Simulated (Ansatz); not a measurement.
# H2N–O, quartet in cc-pVDZ: errors against UCCSDT(Q)

Geometry: that of the H2N–O, doublet, kept fixed. The doublet lies 6.9 eV lower here.

```xyz
4

N     0.0000    0.0000    0.5984
O     0.0000    0.0000   -0.6635
H     0.0000    0.8762    1.1083
H     0.0000   -0.8762    1.1083
```

Basis cc-pVDZ; Ansatz 0.2.0. Correlated methods freeze the noble-gas cores, which leaves 13 electrons in 36 orbitals. R marks a restricted (for open shells ROHF) determinant, U an unrestricted one. Active spaces: valence = (13e, 10o) chosen from the atoms' valence shells.

Full CI isn't at hand for all of this; UCCSDT(Q) serves as the reference, and is uncertain by about the last step of the cluster series. The frozen core follows each run's orbitals, which can shift R against U totals by a few meV.

For open shells CISD is restricted-active-space CI with the open shells as a complete middle space.

The UHF ⟨S²⟩ is 3.769. The T1 diagnostic (RCCSD) is 0.0372, the largest doubles amplitude (RCCSD) is 0.059 and the T1 diagnostic (UCCSD) is 0.0303.

```csv
level,E − E(RHF) (eV)
UHF,-0.3301
RMP2,-8.5238
UMP2,-8.4903
RCCSD,-9.2556
UCCSD,-9.2651
RCCSD(T),-9.5047
UCCSD(T),-9.5058
```

(1) Estimate how far UCCSDT(Q) in cc-pVDZ lies from RCCSD(T). The table doesn't fix it; the size of (T) and the diagnostics are the guide.

(1) UCCSDT(Q) in cc-pVDZ lies 1.10 kcal/mol below RCCSD(T), which is 19 % of the (T) step (-5.75 kcal/mol). T1 is raised, but (T) still catches most of what CCSD lacks. The miss exceeds 1 kcal/mol.

The other levels:

```json
{"level": "CISD", "E − E(UCCSDT(Q)) (kcal/mol)": "21.68", "share of correlation (%)": "90.16", "wall time": "22 s"}
{"level": "BCCD(T)", "E − E(UCCSDT(Q)) (kcal/mol)": "1.04", "share of correlation (%)": "99.53", "wall time": "3.6 s"}
{"level": "RCCSDT", "E − E(UCCSDT(Q)) (kcal/mol)": "0.56", "share of correlation (%)": "99.74", "wall time": "–"}
{"level": "UCCSDT", "E − E(UCCSDT(Q)) (kcal/mol)": "0.53", "share of correlation (%)": "99.76", "wall time": "–"}
{"level": "RCCSDT(Q)", "E − E(UCCSDT(Q)) (kcal/mol)": "0.06", "share of correlation (%)": "99.97", "wall time": "29 s"}
{"level": "CASSCF (valence space)", "E − E(UCCSDT(Q)) (kcal/mol)": "171.04", "share of correlation (%)": "22.36", "wall time": "–"}
{"level": "NEVPT2 (valence space)", "E − E(UCCSDT(Q)) (kcal/mol)": "27.68", "share of correlation (%)": "87.44", "wall time": "4.3 s"}
{"level": "MRCISD (valence space)", "E − E(UCCSDT(Q)) (kcal/mol)": "12.28", "share of correlation (%)": "94.42", "wall time": "–"}
{"level": "MRCISD+Q (valence space)", "E − E(UCCSDT(Q)) (kcal/mol)": "1.52", "share of correlation (%)": "99.31", "wall time": "9 s"}
```

The correlation energy at UCCSDT(Q), counted from RHF, is -9.552 eV. That run took 25 s on 1 thread of Intel Xeon Platinum 8259CL, shared host.

Times hold each run's SCF and search for its determinant on a shared host, so for small cases they say little of a method's own cost; they ran on 1 thread of Intel Xeon Platinum 8259CL.

Natural occupations of CASSCF (valence space) about the gap: 1.979 1.974 1.968 1.020 1.011 0.999 0.037 0.021; effectively unpaired electrons, Σ n²(2−n)², 3.01.
